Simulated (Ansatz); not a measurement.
`COCCCF` + `O=CCO` → `O=CCOCF` + `CCOC`  (substitution at a C–C bond)

Isolated molecules relaxed with PBE0-D4/def2-TZVP in Ansatz; ΔE leaves out vibrations. CBS: MP2 limit from def2 TZ/QZ plus the TZ coupled-cluster correction, frozen cores. Functionals use def2-TZVPP. B3LYP here is the variant with VWN-RPA as its local correlation; programs differ in this. One conformer a species, not always the lowest.

(1) Is it downhill or uphill in electronic energy at CCSD(T)/CBS, and by how much? (An estimate is asked.)

(2) What do these levels give: PBE-D4, B3LYP-D4, ωB97M-V, PBE, PBE0, HF/def2-TZVPP, SCS-MP2/def2-TZVPP, CCSD(T)/def2-TZVPP, HF/def2-QZVPP, MP2/def2-QZVPP, HF/CBS(def2), MP2/CBS(def2)? (Best estimate.)

Largest T1 diagnostic among the species: 0.014.

Answers

(1) Computed: Uphill: ΔE = +0.24 eV.

(2) The calculation gave: PBE-D4 0.21, B3LYP-D4 0.17, ωB97M-V 0.21, PBE 0.21, PBE0 0.22, HF/def2-TZVPP 0.12, SCS-MP2/def2-TZVPP 0.20, CCSD(T)/def2-TZVPP 0.20, HF/def2-QZVPP 0.12, MP2/def2-QZVPP 0.25, HF/CBS(def2) 0.13, MP2/CBS(def2) 0.27 eV.

In def2-TZVPP, CCSD(T) changes the Hartree–Fock value by +0.08 eV (the triples alone add −0.00 eV) and MP2 by +0.11 eV.
